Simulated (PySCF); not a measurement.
**C6H10: calculation against experiment**

**The experiment to reproduce.**

From NIST CCCBDB Release 22 (SRD 101), experimental dipoles, for the gas: dipole moment 0.661 ± 0.004 D.

The runs below try to reproduce these values; the comparison stands at the end.

Compound: C₆H₁₀.
SMILES with atom numbers: `[CH:1]#[C:2][C:3]([CH3:4])([CH3:5])[CH3:6]` (hydrogens: H7 on C1; H8, H9, H10 on C4; H11, H12, H13 on C5; H14, H15, H16 on C6)

Geometry (PBE0-D3(BJ)/def2-SVP, Å), atoms numbered from 1 in this order:
```xyz
16
C6H10 angstrom
C      0.4224    2.3841    1.0460
C      0.2274    1.2890    0.5659
C     -0.0073   -0.0395   -0.0172
C     -1.3316   -0.5988    0.5223
C     -0.0804    0.0882   -1.5457
C      1.1496   -0.9706    0.3736
H      0.5953    3.3548    1.4715
H     -1.3027   -0.6927    1.6178
H     -1.5216   -1.5956    0.0939
H     -2.1734    0.0579    0.2577
H     -0.2552   -0.9007   -1.9983
H      0.8574    0.4941   -1.9525
H     -0.9009    0.7563   -1.8461
H      1.2244   -1.0683    1.4667
H      2.1091   -0.5855   -0.0016
H      0.9872   -1.9728   -0.0536
```

The PySCF runs (gas phase, on this PBE0-D3(BJ)/def2-SVP geometry; no spin–orbit coupling):

```
                             level                                                                            job  basis functions
PBE0-D3(BJ)/def2-SVP, grid level 1                                    geometry optimisation from an MMFF94s start              134
                     PBE0/pcSseg-1                                        shieldings, charges and field gradients              152
                    B97-2/pcSseg-1                                                                     shieldings              152
                BHandHLYP/pcSseg-1                                                                     shieldings              152
                     WP04/pcSseg-1                                                                     shieldings              152
                       PBE0/6-31G*                                        shieldings, charges and field gradients              104
                    PBE0/def2-TZVP                                        shieldings, charges and field gradients              246
                     PBE0/IGLO-III                                        shieldings, charges and field gradients              310
                     PBE0/pcSseg-0                                        shieldings, charges and field gradients               74
                      HF/def2-SVPD        10 singlets by TDHF, 4 Tamm–Dancoff triplets, polarisability, ΔSCF ions              200
                     LDA/def2-SVPD  10 singlets by full TDDFT, 4 Tamm–Dancoff triplets, polarisability, ΔSCF ions              200
                       B3LYP/pcJ-1        spin–spin couplings from 16 perturbed nuclei, spin–dipole term left out              262
```

All basis functions are spherical.

Results beside the measurements:

**Dipole moment.** Measured: 0.661 D (NIST CCCBDB Release 22 (SRD 101), experimental dipoles).

```tsv
level	computed (D)	computed − measured (D)	% (from the printed values)
PBE0-D3(BJ)/def2-SVP	0.667	+0.006	+1
PBE0/pcSseg-1	0.701	+0.040	+6
B97-2/pcSseg-1	0.710	+0.049	+7
BHandHLYP/pcSseg-1	0.669	+0.008	+1
WP04/pcSseg-1	0.733	+0.072	+11
PBE0/6-31G*	0.595	-0.066	-10
PBE0/def2-TZVP	0.731	+0.070	+11
PBE0/IGLO-III	0.752	+0.091	+14
PBE0/pcSseg-0	0.560	-0.101	-15
HF/def2-SVPD	0.685	+0.024	+4
LDA/def2-SVPD	0.740	+0.079	+12
B3LYP/pcJ-1	0.669	+0.008	+1
```

12 of the 29 levels run are shown, the closest and the furthest among them. The computed dipoles belong to one fixed geometry; measured ones are averaged over vibrations unless marked μe. Magnitudes are compared, not signs.

No measured geometry was used, and the causes of the misses weren't examined.
